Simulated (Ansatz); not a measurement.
Basis-set extrapolation for CH₄O₂ (`OCO`) (PBE0-D4/def2-TZVP geometry, frozen core, the Gaussian-basis code of Ansatz). Multiplicity 1, RHF reference.

```json
{"": "HF", "def2-TZVPP": "-189.998366", "def2-QZVPP": "-190.007573"}
{"": "MP2 correlation", "def2-TZVPP": "-0.658707", "def2-QZVPP": "-0.709783"}
{"": "CCSD(T) correlation", "def2-TZVPP": "-0.698435", "def2-QZVPP": "-0.745902"}
```

Energies in hartree. Use E(X) = E(∞) + A·exp(−7.88·√X) for Hartree–Fock and E(X) = E(∞) + B·X^(−2.97) for correlation, with X = 3 and 4.

**Question.** What is the CCSD(T) energy at the basis-set limit?

**Answer.** HF limit: -190.007573 + (-0.009207) × 0.13774 = -190.00884. Correlation limit: -0.745902 + (-0.047467) × 0.74074 = -0.78106. Total: -190.78990 hartree, 244.4 kJ/mol below CCSD(T)/def2-TZVPP.
